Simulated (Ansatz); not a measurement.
`C[C@@H]1O[C@]1(N)F`. The species carries charge 0 and has multiplicity 1. All single points use the PBE0-D4/def2-TZVP geometry. It is one conformer, not always the lowest.

```xyz
12

C    -1.622    0.670   -0.065
C    -0.139    0.562   -0.187
O     0.372   -0.189   -1.329
C     0.594   -0.699   -0.078
N     1.934   -0.916    0.279
F    -0.133   -1.800    0.244
H    -2.018    1.360   -0.814
H    -1.885    1.057    0.923
H    -2.094   -0.302   -0.197
H     0.426    1.478   -0.010
H     2.044   -1.061    1.273
H     2.522   -0.159   -0.037
```

Question: What is the dipole moment at r2SCAN/def2-TZVPP? (Best estimate.)

Answer: Computed: 3.31 D, with components (0.46, 2.49, 2.13) D in this frame, pointing from negative to positive charge.

Question: And with PBE, B3LYP, ωB97M-V? (Estimate.)

Answer: Ansatz gave: PBE 3.20 D, B3LYP 3.40 D, ωB97M-V 3.42 D.

Question: Give the Mulliken charges with r2SCAN, PBE, ωB97M-V in def2-TZVPP. (Best estimate.)

Answer: The calculation gave: 
| atom | r2SCAN | PBE | ωB97M-V |
| --- | --- | --- | --- |
| C1 | -0.12 | -0.21 | -0.26 |
| C2 | 0.12 | 0.05 | 0.04 |
| O3 | -0.32 | -0.25 | -0.30 |
| C4 | 0.36 | 0.24 | 0.32 |
| N5 | -0.32 | -0.28 | -0.24 |
| F6 | -0.22 | -0.17 | -0.21 |
| H7 | 0.05 | 0.09 | 0.11 |
| H8 | 0.04 | 0.07 | 0.09 |
| H9 | 0.06 | 0.09 | 0.10 |
| H10 | 0.03 | 0.06 | 0.09 |
| H11 | 0.15 | 0.16 | 0.12 |
| H12 | 0.15 | 0.16 | 0.12 |

B3LYP here is the variant with VWN-RPA as its local correlation; programs differ in this.
